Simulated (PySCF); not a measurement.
Compound: sulfur trioxide, SO3.
Z-matrix (Å and degrees, GFN2-xTB geometry), rows numbered from 1:
```
O 
S   1  1.4179
O   2  1.4179  1  120.00
O   2  1.4179  1  120.00  3  -180.00
```

Method used: CAM-B3LYP/def2-SVPD in PySCF (dipole) on a GFN2-xTB geometry, gas phase.

Take the most abundant isotopes and a rigid rotor. 

Task: What are A, B and C (cm⁻¹)?

Result: Ia = 48.23, Ib = 48.23, Ic = 96.47 u·Å²; 505379 MHz·u·Å²/I gives 10478, 10477 and 5239 MHz, that is A = 0.34950, B = 0.34949, C = 0.17475 cm⁻¹.

Task: Classify the top.

Result: An oblate symmetric top, as the point group D3h requires two equal moments. Ray's parameter κ = (2B − A − C)/(A − C) = 1.000; −1 is the prolate and +1 the oblate limit.

Task: Is it planar, by Δ = Ic − Ia − Ib?

Result: Planar: Δ = Ic − Ia − Ib = 0.00 u·Å². For a rigid frame Δ = −2 Σ m c², so it vanishes when all atoms lie in the ab plane; here none is more than 0.01 Å from it.

The point group D3h allows no dipole (computed: 0.00 D), so a rigid rotor has no electric-dipole lines.

Task: Estimate the classical rotational partition function at 25 K, 298.15 K and 500 K.

Result: Point group D3h, symmetry number σ = 6; q = (√π/σ)·√((kT/h)³/(ABC)), k/h = 20836.6 MHz/K: 146 at 25 K, 6030 at 298.15 K, 13100 at 500 K.

No GFN2-xTB frequencies stand behind this structure, so it isn't proved a minimum. No vibrational averaging or centrifugal distortion is included, and the geometry carries the error of its method.
